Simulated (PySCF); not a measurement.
The first ionisation energy along the noble gases

All values are computed (PySCF 2.14, energy differences of UHF-based or UKS calculations, no spin-orbit coupling). Values in eV. The last column holds reference values (NIST; (s) semi-empirical, (t) theoretical, else measured). Unmarked ones compare directly (S terms, centres of terms, or small fine structure); those marked * lie between the lowest fine-structure levels and include a spin-orbit shift.

```tsv
element	configurations	MP2 (valence)	SCS-MP2 (valence)	LDA	PBE	PBE0	SCS-MP2 (valence and next inner shell)	reference
He (x2c-QZVPPall with one added diffuse shell each of s, p, d type, spin-free X2C)	1s2 → 1s1	24.418	24.611	24.305	24.469	24.450	n/a	24.587
Ne (x2c-QZVPPall with one added diffuse shell each of s, p, d, f type, spin-free X2C)	[Ne] → [He] 2s2 2p5	21.687	21.547	22.164	21.633	21.424	21.554	21.597
Ar (x2c-QZVPPall with one added diffuse shell each of s, p, d, f type, spin-free X2C)	[Ar] → [Ne] 3s2 3p5	15.810	15.719	15.972	15.684	15.693	15.730	15.819
Xe (x2c-QZVPPall with one added diffuse shell each of s, p, d, f type, spin-free X2C)	[Xe] → [Kr] 4d10 5s2 5p5	12.386	12.331	12.625	12.330	12.390	12.439	12.565
```

Problem. Fill in the row of Kr (x2c-QZVPPall with one added diffuse shell each of s, p, d, f type, spin-free X2C) ([Kr] → [Ar] 3d10 4s2 4p5).

Solution. MP2 (valence) 14.113; SCS-MP2 (valence) 14.042; LDA 14.323; PBE 14.020; PBE0 14.062; SCS-MP2 (valence and next inner shell) 14.105; reference 14.222 (eV).

"Valence" correlates the outer s and p shells and, in groups 3 to 12 and the f block, the outer d or f shell, open or full, or the next shell where the ion has no valence electron left; the wider scheme adds the next inner shell.
